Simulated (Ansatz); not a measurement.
# BH2F− (SMILES [BH2-]F): levels of theory compared

Aim: a comparison of 6 runs (U-r2SCAN/STO-3G, UB3LYP/STO-3G, UPBE/STO-3G, USVWN5/STO-3G, RPA@PBE/STO-3G, FCI/STO-3G) of BH2F−. 

The calculation is run with Ansatz 0.2.0.

1 further run of the same task is left out (it didn't finish).

## 1. The molecule

BH2F− has 4 atoms, charge -1, and is taken as a doublet. SMILES: `[BH2-]F`. The H4–B1 distance was set to 1.863 Å, away from the relaxed value. At this shape a bond of the SMILES string is far longer than usual.

Bond lengths: B1–F2 1.499 Å, B1–H3 1.242 Å. Angles: F2–B1–H3 108.4°. A long bond or contact: B1–H4 1.863 Å.

## 2. A single-point energy at U-r2SCAN/STO-3G (run 1)

run.yaml reads:

```yaml
crystal:
  periodic: [false, false, false]
  atoms:
    - {symbol: B, position_ang: [-0.226889, 0.207616, 0.699327]}
    - {symbol: F, position_ang: [0.891361, -0.565634, 1.329907]}
    - {symbol: H, position_ang: [-1.280889, -0.430484, 0.853137]}
    - {symbol: H, position_ang: [0.194760, 0.498060, -1.091520]}
basis:
  gaussian: {orbitals: STO-3G}
magnetization: {spin_polarized: true, initial_magnetization: 1}
total_charge: -1
hamiltonian: {xc: r2scan}
accuracy: high
```

On the command line:

```sh
$ ansatz run run.yaml --threads 1 --pin off --max-ram 2610MiB --events-out events.jsonl --progress --plain --runs-dir runs
```

Standard output:

```text
Warning: RAYON_NUM_THREADS=1 ignored (pool sized by the plan → 1); use --threads N
Functional definition: r2SCAN
  name "r2SCAN"
  parameter k0 = 0.174
  parameter k1 = 0.065
  parameter a1 = 4.9479
  exchange = r2scan_x(k0 = k0, k1 = k1, a1 = a1)
  correlation = r2scan_c
187 factors; integrals over basis functions are off by at most 4.1e-8 eV
mean field evaluation 1: about -3322.6771 eV, gradient 9.2e1 eV
mean field evaluation 2: about -3343.4778 eV, gradient 3.6e1 eV
mean field evaluation 4: about -3368.0568 eV, gradient 1.4e1 eV
mean field evaluation 8: about -3369.3519 eV, gradient 2.3e-1 eV
mean field evaluation 16: about -3369.3529 eV, gradient 2.7e-5 eV
mean field -3369.35291001 eV, -123.8214356135 hartree, gradient 3.5e-8 eV, S^2 0.751831; 0 other end points of the search recorded, 0 dependent functions left out
reference -3369.35291069 eV, -123.8214356386 hartree; 9, 8 occupied and 3, 4 virtual orbitals, 187 factors
Total energy: -3369.35291069 eV, -123.8214356386 hartree
```

Wall time 2.1 s (1 thread of AMD EPYC 7R43 (Zen 3), shared host); peak memory 0.18 GiB.

## 3. A single-point energy at UB3LYP/STO-3G (run 2)

job.yaml reads:

```yaml
crystal:
  periodic: [false, false, false]
  atoms:
    - {symbol: B, position_ang: [-0.226889, 0.207616, 0.699327]}
    - {symbol: F, position_ang: [0.891361, -0.565634, 1.329907]}
    - {symbol: H, position_ang: [-1.280889, -0.430484, 0.853137]}
    - {symbol: H, position_ang: [0.194760, 0.498060, -1.091520]}
basis:
  gaussian:
    orbitals: STO-3G
total_charge: -1
magnetization:
  spin_polarized: true
  initial_magnetization: 1
hamiltonian:
  xc: {name: B3LYP}
accuracy: high
```

On the command line:

```sh
$ ansatz run job.yaml --threads 1 --pin off --max-ram 2610MiB --events-out events.jsonl --progress --plain --runs-dir runs
```

Standard output:

```text
Warning: RAYON_NUM_THREADS=1 ignored (pool sized by the plan → 1); use --threads N
Functional definition: B3LYP
  name "B3LYP"
  parameter a0 = 0.2
  parameter ax = 0.72
  parameter ac = 0.81
  exchange = (1 - a0 - ax)*slater_x + ax*b88_x + a0*exact_x
  correlation = (1 - ac)*vwn_rpa_c + ac*lyp_c
187 factors; integrals over basis functions are off by at most 4.1e-8 eV
mean field evaluation 1: about -3341.7411 eV, gradient 7.0e1 eV
mean field evaluation 2: about -3356.5210 eV, gradient 3.1e1 eV
mean field evaluation 4: about -3370.2820 eV, gradient 5.4e0 eV
mean field evaluation 8: about -3370.5188 eV, gradient 3.8e-2 eV
mean field evaluation 16: about -3370.5189 eV, gradient 2.6e-6 eV
mean field -3370.51887883 eV, -123.8642841773 hartree, gradient 1.3e-8 eV, S^2 0.750692; 0 other end points of the search recorded, 0 dependent functions left out
reference -3370.51890067 eV, -123.8642849797 hartree; 9, 8 occupied and 3, 4 virtual orbitals, 187 factors
Total energy: -3370.51890067 eV, -123.8642849797 hartree
```

Wall time 0.97 s (1 thread of AMD EPYC 7R43 (Zen 3), shared host); peak memory 0.12 GiB.

Runs 3 to 5 aren't shown in full; the table further down has their settings and results.

## 4. The energy at FCI/STO-3G (run 6)

run.yaml reads:

```yaml
basis:
  gaussian:
    orbitals: STO-3G
crystal:
  periodic: [false, false, false]
  atoms:
    - {symbol: B, position_ang: [-0.226889, 0.207616, 0.699327]}
    - {symbol: F, position_ang: [0.891361, -0.565634, 1.329907]}
    - {symbol: H, position_ang: [-1.280889, -0.430484, 0.853137]}
    - {symbol: H, position_ang: [0.194760, 0.498060, -1.091520]}
total_charge: -1
magnetization:
  spin_polarized: true
  initial_magnetization: 1
correlation:
  method: fci
  frozen_orbitals: {B: 1, F: 1, H: 0}
accuracy: high
```

On the command line:

```sh
$ ansatz run run.yaml --threads 1 --pin off --max-ram 2610MiB --events-out events.jsonl --progress --plain --runs-dir runs
```

Standard output:

```text
Warning: RAYON_NUM_THREADS=1 ignored (pool sized by the plan → 1); use --threads N
Functional definition: HF
  name "HF"
  exchange = exact_x
  correlation = 0
187 factors; integrals over basis functions are off by at most 4.1e-8 eV
mean field evaluation 1: about -3351.2312 eV, gradient 1.2e1 eV
mean field evaluation 2: about -3351.3015 eV, gradient 1.2e1 eV
mean field evaluation 4: about -3354.0109 eV, gradient 2.2e0 eV
mean field evaluation 8: about -3354.1595 eV, gradient 1.6e-1 eV
mean field evaluation 16: about -3354.1584 eV, gradient 6.6e-5 eV
mean field -3354.15843650 eV, -123.2630490110 hartree, gradient 9.7e-8 eV, S^2 0.761047; 2 other end points of the search recorded, 0 dependent functions left out
mean field evaluation 32: about -3354.1375 eV, gradient 4.3e-1 eV
2 core orbitals not correlated: weight in the atoms' cores, before any rotation towards them, 1.000 or more for the frozen orbitals, at most 0.000 for the correlated occupied ones
reference -3354.13751530 eV, -123.2622801713 hartree; 7, 6 occupied and 3, 4 virtual orbitals, 187 factors
state -3356.47514957 eV, -123.3481866462 hartree
Total energy: -3356.47514957 eV, -123.3481866462 hartree
```

It took 0.32 s on 1 thread of AMD EPYC 7R43 (Zen 3), shared host.

## 5. The series

```
run            level  frozen core orbitals  energy (Eh)   ⟨S²⟩  wall time
  1  U-r2SCAN/STO-3G                     –  -123.821436  0.752      2.1 s
  2    UB3LYP/STO-3G                     –  -123.864285  0.751     0.97 s
  3      UPBE/STO-3G                     –  -123.719229  0.751      1.4 s
  4    USVWN5/STO-3G                     –  -122.883155  0.752     0.59 s
  5   RPA@PBE/STO-3G                     2  -123.395826  0.751      1.6 s
  6       FCI/STO-3G                     2  -123.348187      –     0.32 s
```

## 6. Results

| quantity | value |
| --- | --- |
| run 6: total energy | -123.34819 Eh |
| run 6: correlation energy (2 core orbitals frozen) | -85.9 mEh |

Totals of different functionals can't be ranked against each other. In runs 1, 2, 3, 4, 5, 6 the basis is minimal, so the values are rough. All runs together took 7 s, the longest 2.1 s.
